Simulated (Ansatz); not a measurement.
**Rock-salt TiC**

Level of theory: PBEsol (Ansatz, an electronic-structure program, plane waves, PAW).

Run with plane-wave cutoff 500 eV, 14×14×1 k mesh (along the axes of the cell as run), Fermi–Dirac smearing 0.05 eV, scalar-relativistic PAW data made under PBE.

Cell: relaxed at this level.

| Item | Result |
|---|---|
| surface energy of the (100) face | 1.90 J/m² |
| work function of the (100) face | 4.61 eV |

The slab of 12 atoms is relaxed and unreconstructed.

Computing time: about 2.8 core-minutes (a rough figure).
